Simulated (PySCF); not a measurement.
H2O, singlet: reading a ladder of total energies

Geometry: MP2(full)/6-31G*, from the G2/97 set.

```xyz
3

O     0.0000    0.0000    0.0667
H     0.0000    0.7632   -0.5296
H     0.0000   -0.7632   -0.5296
```

Basis 6-31G; PySCF 2.14.0. Correlated methods freeze the noble-gas cores, which leaves 8 electrons in 12 orbitals. R marks a restricted (for open shells ROHF) determinant.

Full CI is exact within this basis and frozen core; it isn't the basis-set limit.

```json
{"level": "RHF", "total energy (hartree)": "-75.983417"}
{"level": "RMP2", "total energy (hartree)": "-76.112256"}
{"level": "RCCSD", "total energy (hartree)": "-76.118949"}
{"level": "RCCSD(T)", "total energy (hartree)": "-76.119970"}
{"level": "RCCSDT", "total energy (hartree)": "-76.120055"}
{"level": "RCCSDT(Q)", "total energy (hartree)": "-76.120523"}
{"level": "full CI", "total energy (hartree)": "-76.120508"}
```

What is the correlation energy at full CI, and what share of it do RMP2 and RCCSD(T) recover?

E(corr) = -76.120508 − (-75.983417) = -0.137091 hartree = -3.730 eV. RMP2: -0.128839 / -0.137091 = 93.98 %. RCCSD(T): -0.136553 / -0.137091 = 99.61 %.

By how many kcal/mol does RCCSD(T) miss full CI (1 hartree = 627.509 kcal/mol), and which steps make up the rest?

-76.119970 − (-76.120508) = 0.000538 hartree = 0.34 kcal/mol. Steps: RCCSDT − RCCSD(T) = -0.05, RCCSDT(Q) − RCCSDT = -0.29, full CI − RCCSDT(Q) = 0.01 kcal/mol. That is within 1 kcal/mol of the reference in this basis, which itself misses far more of the correlation at the basis-set limit.
